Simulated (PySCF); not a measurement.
Orbital energies, ionisation energy and electron affinity

C6H5 (charge +1).
SMILES with atom numbers: `[CH:1]#[C:2][CH2:3][c+:4]1[cH:5][cH:6]1` (hydrogens: H7 on C1; H8, H9 on C3; H10 on C5; H11 on C6)

Cartesian coordinates in Å at the PBE0-D3(BJ)/def2-SVP level; atoms count from 1:
```xyz
11
C6H5 angstrom
C     -1.8630    1.0489    1.5035
C     -1.4190    0.2657    0.6969
C     -0.8392   -0.6625   -0.2700
C      0.5996   -0.3403   -0.2776
C      1.8579   -0.4901    0.2507
C      1.6437    0.4329   -0.7216
H     -2.2857    1.7360    2.2183
H     -1.2667   -0.5121   -1.2749
H     -0.9935   -1.7097    0.0366
H      2.5436   -0.9820    0.9447
H      2.0331    1.2184   -1.3735
```

Level: CAM-B3LYP/def2-SVPD (PySCF). Frontier orbitals with their largest atomic shares (Löwdin; up to four atoms above 4 %):

```tsv
orbital	ε (eV)	main atoms
HOMO−3	-18.36	C6 25 %, C5 25 %, C4 18 %, C3 15 %
HOMO−2	-17.56	C4 23 %, C3 19 %, C6 15 %, C5 15 %
HOMO−1	-13.82	C2 43 %, C1 41 %, C3 6 %
HOMO	-13.68	?
LUMO	-5.94	C6 41 %, C5 40 %, C4 9 %, H11 5 %
LUMO+1	-5.78	C4 45 %, C5 17 %, C6 16 %, C3 7 %
LUMO+2	-2.89	C5 20 %, C6 20 %, C4 16 %, C3 14 %
```

What vertical ionisation energy does ΔSCF give, and how far is −ε(HOMO) from it?

ΔSCF: 14.78 eV (1426 kJ/mol; threshold wavelength 83.9 nm); ⟨S²⟩ of the doublet left behind is 0.752, against 0.75 for a pure doublet. −ε(HOMO) is 13.68 eV, 1.10 eV below it. For the exact functional −ε(HOMO) would equal the first vertical ionisation energy; CAM-B3LYP (range-separated hybrid) falls short of its own ΔSCF value by 7 %. Holes in the HOMO−1 and HOMO−2 were tried too where these lie within 1.2 eV of the HOMO; the lowest converged state counts.

On which atoms does the HOMO lie?

C2 (alkyne carbon) 42 %, C1 (terminal alkyne carbon) 42 %, C3 (propargylic carbon) 8 %. The HOMO−1 lies 0.14 eV lower.

And the vertical electron affinity, the fundamental gap, Mulliken's electronegativity and the hardness (with the factor ½)?

EA = 5.05 eV by ΔSCF (−ε(LUMO) = 5.94 eV). IE − EA = 9.73 eV against an orbital gap of 7.74 eV; (IE + EA)/2 = 9.91 eV; (IE − EA)/2 = 4.87 eV. Parr's electrophilicity index (IE + EA)²/[8(IE − EA)] is 5.05 eV.

What total energies stand behind the ΔSCF value?

E(N) = -230.90255 Eh and E(N − 1) = -230.35942 Eh at the same geometry, 0.54313 Eh apart. With one more electron, E(N + 1) = -231.08809 Eh.

How many of the 10 lowest singlet excitations (vertical TDDFT, same level) lie below the ionisation energy?

All 10; they run from 4.68 to 7.59 eV.

What kinetic energy would electrons from this vertical process carry with He I light (21.218 eV)?

21.22 − 14.78 = 6.44 eV.

The lowest singlet excitation (vertical TDDFT, same level) lies at 4.68 eV. How far is it below IE − EA?

IE − EA = 9.73 eV, so by 5.05 eV.

Geometry: PBE0-D3(BJ)/def2-SVP, one conformer, isolated ion.

The run behind these numbers computed excited states and ΔSCF ions as well. Time: 85 s wall. Hardware: one thread, x86-64 server (shared host).
